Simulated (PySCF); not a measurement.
One of the candidates below gave these computed data.

All candidates are C4H7N.

* Rotational structure: rotational constants A, B, C: 9.750, 4.182, 3.262 GHz [GFN2-xTB]
* 13C NMR: chemical shifts (computed TMS as zero) by class: 145.5 (1 C), 110.6 (1 C), 31.1 (1 C), 16.3 (1 C) ppm [GIAO PBE0/pcSseg-1]
* UV, first state: lowest singlet excitation: 6.06 eV (205 nm, f = 0.001) [TDDFT CAM-B3LYP/def2-SVPD]
* Dipole: 1.36 D [CAM-B3LYP/def2-SVPD]
* XPS: C1s 290.1, C1s 290.4, C1s 290.5, C1s 291.4, N1s 405.0 eV [ΔSCF SCAN, pcX-2 on the ionised atom, pcseg-1 elsewhere, spin-free X2C]
* Triplet: lowest triplet excitation (Tamm–Dancoff): 4.45 eV [TDA CAM-B3LYP/def2-SVPD]

Gas-phase values; electronic properties from PySCF, density fitting. Levels stand in brackets. Isolated species at its GFN2-xTB geometry (one conformer only). Each NMR value is the plain mean over a class of atoms that symmetry, rotation or inversion makes alike.

Problem. Which candidate is it?
A. `C=C1C[C@@H]1N`
B. `C1=NCCC1`
C. `C1=CCNC1`
D. `[C-]#[N+]CCC`

Solution. A. It is `C=C1C[C@@H]1N`. Numbering: `[CH2:1]=[C:2]1[CH2:3][C@@H:4]1[NH2:5]`. Its formula, C4H7N, gives 2 degrees of unsaturation: 1 ring and 1 π bond in the structure found. 4 carbons fall into 4 classes; from least to most shielded: fully substituted alkene carbon [C2] (145.5 ppm), terminal =CH2 carbon [C1] (110.6 ppm), ring sp3 carbon bound to nitrogen [C4] (31.1 ppm), allylic carbon [C3] (16.3 ppm). The core levels belong to: C1s 290.1 eV, terminal =CH2 carbon [C1]; C1s 290.4 eV, fully substituted alkene carbon [C2]; C1s 290.5 eV, allylic carbon [C3]; C1s 291.4 eV, sp3 carbon bound to nitrogen [C4]; N1s 405.0 eV, primary amine nitrogen [N5]. The hole state at 290.4 eV has ⟨S²⟩ = 0.83 against 0.75, so that value is less sure. The optimised geometry has point group C1 and is an asymmetric top.

The others, at the same levels:
- `C1=CCNC1` fails: it has 2 carbon classes against 4; its computed 13C shifts are 138.2 (2 C), 59.5 (2 C) ppm, core binding energies are C1s 290.2 (×2), C1s 291.3 (×2), N1s 404.7 eV and rotational constant A is 7.825 GHz (against 9.750 GHz).
- `C1=NCCC1` fails: its computed 13C shifts are 168.7 (1 C), 66.3 (1 C), 40.1 (1 C), 21.3 (1 C) ppm, lowest singlet excitation is 5.51 eV (225 nm, f = 0.003) (against 6.06 eV) and lowest triplet excitation (Tamm–Dancoff) is 4.67 eV (against 4.45 eV).
- `[C-]#[N+]CCC` fails: its computed 13C shifts are 181.9 (1 C), 42.4 (1 C), 28.5 (1 C), 13.5 (1 C) ppm, rotational constant A is 10.517 GHz (against 9.750 GHz) and smallest rotational constant is 2.905 GHz (against 3.262 GHz).

Each candidate is one conformer, not necessarily the lowest. Dipoles, sizes and rotational constants follow the conformer. The torsions of the flexible species, by atom-mapped SMILES:
- `[CH2:1]=[C:2]1[CH2:3][C@@H:4]1[NH2:5]`: H–N5–C4–C3 -148°, H–N5–C4–C3 92°
- `[C-:1]#[N+:2][CH2:3][CH2:4][CH3:5]`: N2–C3–C4–C5 -66°
